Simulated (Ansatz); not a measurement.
**FeH₁₂O₆ (charge +3): state-averaged CASSCF**

Calculated in Ansatz's Gaussian-basis code. State-averaged CASSCF with equal weights; occupations are averaged over the states; levels count from the state that is lowest in CASSCF. Solutions may break the symmetry of the shape. Lower solutions, or ones in other orbitals, may exist.

Geometry:

```xyz
19

Fe    0.0000    0.0000    0.0000
O     0.0000    2.0623    0.0000
H     0.7919    2.6472    0.0000
H    -0.7919    2.6472    0.0000
O     0.0000    0.0000    2.0623
H     0.0000    0.7919    2.6472
H     0.0000   -0.7919    2.6472
O     2.0623    0.0000    0.0000
H     2.6472    0.0000    0.7919
H     2.6472    0.0000   -0.7919
O     0.0000   -2.0623    0.0000
H    -0.7919   -2.6472    0.0000
H     0.7919   -2.6472    0.0000
O     0.0000    0.0000   -2.0623
H     0.0000   -0.7919   -2.6472
H     0.0000    0.7919   -2.6472
O    -2.0623    0.0000    0.0000
H    -2.6472    0.0000   -0.7919
H    -2.6472    0.0000    0.7919
```

Basis cc-pwCVTZ-DK on Fe, cc-pVTZ-DK on O, cc-pVDZ-DK on H, scalar X2C without spin–orbit coupling, 11 orbitals frozen in the corrections, fitted integrals; active space CAS(5,5). Averaged: 6 quartets, 1 sextet.

CASSCF levels: sextet 0.00, quartet 3.44, quartet 3.44, quartet 3.44, quartet 4.07, quartet 4.07, quartet 4.07 eV.

How does SC-NEVPT2 move them?

sextet 0.00, quartet 2.54, quartet 2.54, quartet 2.54, quartet 3.27, quartet 3.27, quartet 3.27 eV, in the same order of listing. The lowest state stays.

Same geometry.

Basis cc-pwCVTZ-DK on Fe, cc-pVTZ-DK on O, cc-pVDZ-DK on H, scalar X2C without spin–orbit coupling, 11 orbitals frozen in the corrections, fitted integrals; active space CAS(9,12). Averaged: 6 quartets, 1 sextet.

CASSCF levels: sextet 0.00, quartet 2.79, quartet 2.83, quartet 2.86, quartet 3.58, quartet 3.64, quartet 3.65 eV.

How does SC-NEVPT2 move them?

sextet 0.00, quartet 2.62, quartet 2.57, quartet 2.71, quartet 3.24, quartet 3.31, quartet 3.34 eV, in the same order of listing. The lowest state stays.

Same geometry.

Basis cc-pwCVTZ-DK on Fe, cc-pVTZ-DK on O, cc-pVDZ-DK on H, scalar X2C without spin–orbit coupling, 11 orbitals frozen in the corrections, fitted integrals; active space CAS(9,12), shells under the valence barred from it. Averaged: 6 quartets, 1 sextet.

CASSCF levels: sextet 0.00, quartet 2.80, quartet 2.87, quartet 2.87, quartet 3.60, quartet 3.60, quartet 3.66 eV.

How does SC-NEVPT2 move them?

sextet 0.00, quartet 2.44, quartet 2.52, quartet 2.52, quartet 3.12, quartet 3.12, quartet 3.20 eV, in the same order of listing. The lowest state stays.
